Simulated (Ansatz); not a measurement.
A nudged elastic band was laid between two geometries of C5H8 (13 atoms, charge 0, multiplicity 1).

Computed with RKS BLYP/def2-mTZVP in Ansatz 0.2.0.

```
movable images  : 5
climbing image  : yes
spring          : 5.0 eV/Å²
optimiser       : quadratic models (default)
start path      : through a guess of the saddle point
force threshold : 0.05 eV/Å
iteration limit : 60
end points      : relaxed
```

First end point:

```xyz
13
Properties=species:S:1:pos:R:3
C -1.976 0.071 -0.419
C -0.980 0.495 0.381
C 0.440 0.127 0.281
C 1.330 0.639 1.159
C 0.876 -0.825 -0.816
H -3.003 0.402 -0.266
H -1.812 -0.616 -1.248
H -1.224 1.184 1.195
H 1.023 1.323 1.951
H 2.391 0.392 1.116
H 1.954 -1.013 -0.772
H 0.642 -0.422 -1.813
H 0.359 -1.792 -0.734
```

Last end point:

```xyz
13
Properties=species:S:1:pos:R:3
C -2.097 0.257 -0.263
C -0.980 0.158 0.475
C 0.376 -0.176 -0.021
C 1.521 0.544 0.669
C 0.589 -1.077 -0.998
H -3.059 0.496 0.191
H -2.091 0.110 -1.344
H -1.047 0.374 1.547
H 1.431 1.636 0.555
H 1.519 0.340 1.751
H 2.494 0.236 0.267
H 1.592 -1.299 -1.360
H -0.229 -1.634 -1.455
```

(1) Which bonds break or form, and what moves?

(2) What energy profile does the band end with?

(3) What is the geometry of the highest image?

Answers

(1) Bonds broken: C5–H11. Bonds formed: C4–H11.

(2) It converged. The highest image is number 3 of 0 to 6, 3.36 eV above the first end and 3.23 eV above the last; the last end lies 0.13 eV above the first. Neighbouring images differ by up to 2.4 eV, so the band resolves the path poorly. A vibrational analysis at the climbing image gives one clearly imaginary mode, 1812i cm⁻¹: a first-order saddle point. The orbitals stay closed-shell, which can raise the energy where a bond breaks towards radicals; this wasn't checked here.

| image | path coordinate (Å) | energy (eV) | C5–H11 (Å) | C4–H11 (Å) |
| --- | --- | --- | --- | --- |
| 0 | 0.00 | 0.00 | 1.10 | 2.62 |
| 1 | 0.70 | 0.19 | 1.10 | 2.44 |
| 2 | 1.40 | 1.25 | 1.12 | 2.07 |
| 3 | 2.10 | 3.36 | 1.50 | 1.49 |
| 4 | 2.96 | 0.98 | 2.19 | 1.11 |
| 5 | 3.82 | 0.18 | 2.57 | 1.10 |
| 6 | 4.68 | 0.13 | 2.64 | 1.10 |

(3) 
```xyz
13
Properties=species:S:1:pos:R:3
C -2.140 0.044 -0.328
C -1.085 0.434 0.423
C 0.294 0.085 0.147
C 1.467 0.573 0.818
C 0.795 -0.853 -0.822
H -3.164 0.263 -0.028
H -2.006 -0.516 -1.253
H -1.272 1.024 1.324
H 1.554 1.614 1.164
H 1.962 -0.123 1.500
H 2.062 -0.362 -0.177
H 1.288 -0.428 -1.699
H 0.266 -1.789 -1.054
```

Time of the run: 91 s on 2 threads of Intel(R) Xeon(R) 6975P-C (Granite Rapids), on a shared host, peak memory 0.18 GiB.
